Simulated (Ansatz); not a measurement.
2H MoS₂, treated with r²SCAN-D4 (Ansatz, an electronic-structure program, PAW).

Run with plane-wave cutoff 560 eV, 12×12×4 k mesh (along the axes of the cell as run), Fermi–Dirac smearing 0.01 eV, no spin polarisation, scalar-relativistic PAW data made under PBE.

The cell is scaled about its equilibrium volume:

Shape and atoms are relaxed at each volume.

```json
[
 {"V (Å³/atom)": "17.431", "P (GPa)": "1.98", "direct gap at Γ (eV)": "2.175", "smallest gap on the k mesh (eV)": "0.906", "c (Å)": "12.112"},
 {"V (Å³/atom)": "17.794", "P (GPa)": "0.86", "direct gap at Γ (eV)": "2.211", "smallest gap on the k mesh (eV)": "0.986", "c (Å)": "12.293"},
 {"V (Å³/atom)": "18.157", "P (GPa)": "0.00", "direct gap at Γ (eV)": "2.251", "smallest gap on the k mesh (eV)": "1.066", "c (Å)": "12.486"},
 {"V (Å³/atom)": "18.520", "P (GPa)": "-0.63", "direct gap at Γ (eV)": "2.293", "smallest gap on the k mesh (eV)": "1.105", "c (Å)": "12.689"},
 {"V (Å³/atom)": "18.883", "P (GPa)": "-1.08", "direct gap at Γ (eV)": "2.337", "smallest gap on the k mesh (eV)": "1.140", "c (Å)": "12.903"}
]
```

The fundamental gap (1.06 eV at the equilibrium volume, with added k points) lies elsewhere than Γ–Γ.

Note: the bulk modulus comes from volumes at which shape and atoms were relaxed.

Spin–orbit coupling is not included.
